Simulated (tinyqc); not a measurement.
Worked calculation: UKS/exchange-only LDA in the sto-3g basis, for BH2, spin multiplicity 2. One step of it, computed by the program tinyqc.

Problem. Iteration 2: diagonalisation and new density. Diagonalise F' = X^T F X, C = X C', fill 4 alpha and 3 beta electrons from the bottom; D(s) = C_occ C_occ^T. Each column has its largest component positive (the first on a tie).

extrapolated F(alpha) (hartree), order 1B 1s, 1B 2s, 1B 2px, 1B 2py, 1B 2pz, 2H 1s, 3H 1s:
```
[[-9.316680, -2.454685, 0.000000, 0.000000, -0.017496, -0.224703, -0.224703],
 [-2.454685, -1.409396, 0.000000, 0.000000, -0.055502, -0.258439, -0.258439],
 [0.000000, 0.000000, -0.650311, 0.000000, 0.000000, 0.000000, 0.000000],
 [0.000000, 0.000000, 0.000000, -0.599995, 0.000000, -0.168159, 0.168159],
 [-0.017496, -0.055502, 0.000000, 0.000000, -0.595465, -0.077238, -0.077238],
 [-0.224703, -0.258439, 0.000000, -0.168159, -0.077238, 0.069218, -0.024275],
 [-0.224703, -0.258439, 0.000000, 0.168159, -0.077238, -0.024275, 0.069218]]
```

extrapolated F(beta) (hartree), order 1B 1s, 1B 2s, 1B 2px, 1B 2py, 1B 2pz, 2H 1s, 3H 1s:
```
[[-9.241270, -2.425579, 0.000000, 0.000000, -0.016066, -0.222235, -0.222235],
 [-2.425579, -1.323574, 0.000000, 0.000000, -0.045840, -0.247293, -0.247293],
 [0.000000, 0.000000, -0.489863, 0.000000, 0.000000, 0.000000, 0.000000],
 [0.000000, 0.000000, 0.000000, -0.549230, 0.000000, -0.161703, 0.161703],
 [-0.016066, -0.045840, 0.000000, 0.000000, -0.548193, -0.072869, -0.072869],
 [-0.222235, -0.247293, 0.000000, -0.161703, -0.072869, 0.072930, -0.023420],
 [-0.222235, -0.247293, 0.000000, 0.161703, -0.072869, -0.023420, 0.072930]]
```

X, order 1B 1s, 1B 2s, 1B 2px, 1B 2py, 1B 2pz, 2H 1s, 3H 1s:
```
[[1.030289, -0.150893, 0.000000, 0.000000, -0.004276, 0.019007, 0.019007],
 [-0.150893, 1.097035, 0.000000, 0.000000, 0.030107, -0.157118, -0.157118],
 [0.000000, 0.000000, 1.000000, 0.000000, 0.000000, 0.000000, 0.000000],
 [0.000000, 0.000000, 0.000000, 1.077101, 0.000000, -0.169726, 0.169726],
 [-0.004276, 0.030107, 0.000000, 0.000000, 1.013274, -0.069652, -0.069652],
 [0.019007, -0.157118, 0.000000, -0.169726, -0.069652, 1.077848, -0.009066],
 [0.019007, -0.157118, 0.000000, 0.169726, -0.069652, -0.009066, 1.077848]]
```

Give: F' = X^T F X; orbital energies; coefficients C; F' = X^T F X; orbital energies; coefficients C; D(alpha) after iteration 2; D(beta) after iteration 2.

Solution.

F' = X^T F X (alpha) (hartree):
```
[[-9.173, -1.098, 0.000, 0.000, -0.014, -0.014, -0.014],
 [-1.098, -0.939, 0.000, 0.000, -0.044, -0.124, -0.124],
 [0.000, 0.000, -0.650, 0.000, 0.000, 0.000, 0.000],
 [0.000, 0.000, 0.000, -0.568, 0.000, -0.114, 0.114],
 [-0.014, -0.044, 0.000, 0.000, -0.591, -0.045, -0.045],
 [-0.014, -0.124, 0.000, -0.114, -0.045, 0.187, -0.013],
 [-0.014, -0.124, 0.000, 0.114, -0.045, -0.013, 0.187]]
```

orbital energies (alpha) (hartree): [-9.317, -0.836, -0.650, -0.600, -0.584, 0.208, 0.233]

coefficients C (alpha), order 1B 1s, 1B 2s, 1B 2px, 1B 2py, 1B 2pz, 2H 1s, 3H 1s:
```
[[1.002, -0.270, 0.000, 0.000, 0.057, 0.069, 0.000],
 [-0.008, 1.032, 0.000, 0.000, -0.222, -0.404, 0.000],
 [0.000, 0.000, 1.000, 0.000, 0.000, 0.000, 0.000],
 [0.000, 0.000, 0.000, 1.008, 0.000, 0.000, -0.448],
 [0.002, 0.226, 0.000, 0.000, 0.978, -0.173, 0.000],
 [0.002, -0.034, 0.000, -0.014, -0.009, 0.774, 0.787],
 [0.002, -0.034, 0.000, 0.014, -0.009, 0.774, -0.787]]
```

F' = X^T F X (beta) (hartree):
```
[[-9.100, -1.090, 0.000, 0.000, -0.014, -0.014, -0.014],
 [-1.090, -0.850, 0.000, 0.000, -0.033, -0.126, -0.126],
 [0.000, 0.000, -0.490, 0.000, 0.000, 0.000, 0.000],
 [0.000, 0.000, 0.000, -0.513, 0.000, -0.116, 0.116],
 [-0.014, -0.033, 0.000, 0.000, -0.543, -0.045, -0.045],
 [-0.014, -0.126, 0.000, -0.116, -0.045, 0.189, -0.013],
 [-0.014, -0.126, 0.000, 0.116, -0.045, -0.013, 0.189]]
```

orbital energies (beta) (hartree): [-9.242, -0.750, -0.549, -0.539, -0.490, 0.214, 0.237]

coefficients C (beta), order 1B 1s, 1B 2s, 1B 2px, 1B 2py, 1B 2pz, 2H 1s, 3H 1s:
```
[[1.002, -0.268, 0.000, 0.055, 0.000, 0.074, 0.000],
 [-0.009, 1.026, 0.000, -0.214, 0.000, -0.422, 0.000],
 [0.000, 0.000, 0.000, 0.000, 1.000, 0.000, 0.000],
 [0.000, 0.000, 1.001, 0.000, 0.000, 0.000, -0.464],
 [0.001, 0.215, 0.000, 0.979, 0.000, -0.179, 0.000],
 [0.002, -0.019, -0.002, -0.007, 0.000, 0.775, 0.787],
 [0.002, -0.019, 0.002, -0.007, 0.000, 0.775, -0.787]]
```

D(alpha) after iteration 2, order 1B 1s, 1B 2s, 1B 2px, 1B 2py, 1B 2pz, 2H 1s, 3H 1s:
```
[[1.077, -0.287, 0.000, 0.000, -0.059, 0.011, 0.011],
 [-0.287, 1.065, 0.000, 0.000, 0.233, -0.035, -0.035],
 [0.000, 0.000, 1.000, 0.000, 0.000, 0.000, 0.000],
 [0.000, 0.000, 0.000, 1.017, 0.000, -0.015, 0.015],
 [-0.059, 0.233, 0.000, 0.000, 0.051, -0.008, -0.008],
 [0.011, -0.035, 0.000, -0.015, -0.008, 0.001, 0.001],
 [0.011, -0.035, 0.000, 0.015, -0.008, 0.001, 0.001]]
```

D(beta) after iteration 2, order 1B 1s, 1B 2s, 1B 2px, 1B 2py, 1B 2pz, 2H 1s, 3H 1s:
```
[[1.077, -0.284, 0.000, 0.000, -0.056, 0.007, 0.007],
 [-0.284, 1.052, 0.000, 0.000, 0.221, -0.020, -0.020],
 [0.000, 0.000, 0.000, 0.000, 0.000, 0.000, 0.000],
 [0.000, 0.000, 0.000, 1.002, 0.000, -0.002, 0.002],
 [-0.056, 0.221, 0.000, 0.000, 0.046, -0.004, -0.004],
 [0.007, -0.020, 0.000, -0.002, -0.004, 0.000, 0.000],
 [0.007, -0.020, 0.000, 0.002, -0.004, 0.000, 0.000]]
```
